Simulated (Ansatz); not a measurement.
# SiCl (doublet): from Hartree-Fock to the top rungs at distance Si1–Cl2 = 1.856 Å, cc-pVTZ

Aim: climb from Hartree-Fock through coupled cluster and multireference methods for SiCl (doublet) at one geometry and basis, and see what each rung misses.

The runs use Ansatz 0.2.0, Gaussian basis; cc-pVTZ, core rule «outside noble gas», up to 10 orbitals frozen.

To be run: UHF; CCSD(T) on ROHF; CCSD(T) on UHF; BCCD(T) on ROHF; CISD as a restricted active space (open shells left free, so some higher excitations enter); CCSDT(Q) on ROHF; CCSDT(Q) on UHF; CASSCF and MRCISD+Q, 3 electrons in 3 orbitals; CASSCF and NEVPT2, 3 electrons in 3 orbitals.

3 further runs of the same task are left out: 3 for a known fault of the program. Runs told in other sessions of the task aren't counted.

### 1 The geometry

The geometry derives from a PBE0/def2-TZVP stationary point (not a proven minimum). One bond is set to the value named and the two fragments are kept rigid.

2 atoms, charge 0, spin multiplicity 2.

Atoms are counted from 1 here; the program's logs count them from 0.

Bond lengths: Si1–Cl2 1.856 Å.

### 2 UHF

in.yaml reads:

```yaml
crystal:
  periodic: [false, false, false]
  atoms:
    - {symbol: Si, position_ang: [0.000000, 0.000000, 0.000000]}
    - {symbol: Cl, position_ang: [0.000000, 0.000000, 1.856000]}
basis:
  gaussian: {orbitals: cc-pVTZ}
magnetization: {spin_polarized: true, initial_magnetization: 1}
hamiltonian: {xc: hf}
output: {orbitals: {seedname: orbitals}}
```

Run with:

```bash
ansatz run in.yaml --threads 1 --pin off --events-out ev --progress --plain --max-ram 4096MiB --backend cpu
```

After this run come: CCSD(T) on ROHF; CCSD(T) on UHF; BCCD(T) on ROHF; CISD as a restricted active space (open shells left free, so some higher excitations enter); CCSDT(Q) on ROHF; CCSDT(Q) on UHF; CASSCF and MRCISD+Q, 3 electrons in 3 orbitals; CASSCF and NEVPT2, 3 electrons in 3 orbitals.

**Question.** What will the summary of the whole plan be? Wanted: UCCSDT(Q) from the RHF energy; RMP2 from UCCSDT(Q); UMP2 from UCCSDT(Q); RCCSD from UCCSDT(Q); RCCSD(T) from UCCSDT(Q); UCCSD(T) from UCCSDT(Q); RCCSDT(Q) from UCCSDT(Q); NEVPT2 pair from UCCSDT(Q); MRCISD+Q pair from UCCSDT(Q).

As calculated:

| quantity | value |
| --- | --- |
| UCCSDT(Q) from the ROHF energy | -8.4672 eV |
| RMP2 from UCCSDT(Q) | +1160.5 meV |
| UMP2 from UCCSDT(Q) | +1193.5 meV |
| RCCSD from UCCSDT(Q) | +394.1 meV |
| RCCSD(T) from UCCSDT(Q) | +43.9 meV |
| UCCSD(T) from UCCSDT(Q) | +44.3 meV |
| RCCSDT(Q) from UCCSDT(Q) | +1.5 meV |
| NEVPT2 pair from UCCSDT(Q) | +1197.5 meV |
| MRCISD+Q pair from UCCSDT(Q) | +218.9 meV |
| levels within 1 kcal/mol (43 meV) | BCCD(T), RCCSDT, UCCSDT, RCCSDT(Q) |
| T1 diagnostic | 0.018 |

In words: RCCSD(T) lands +43.9 meV from the yardstick (0.5 % of the correlation energy). Of the multireference levels listed MRCISD+Q pair comes nearest in total energy (+218.9 meV), which doesn't show that its space is the better one. These misses are within one basis, not against nature; the frozen cores of restricted and unrestricted runs differ, which can shift their rows.

With open shells the CI space here admits some higher excitations, so it is larger than plain CISD.
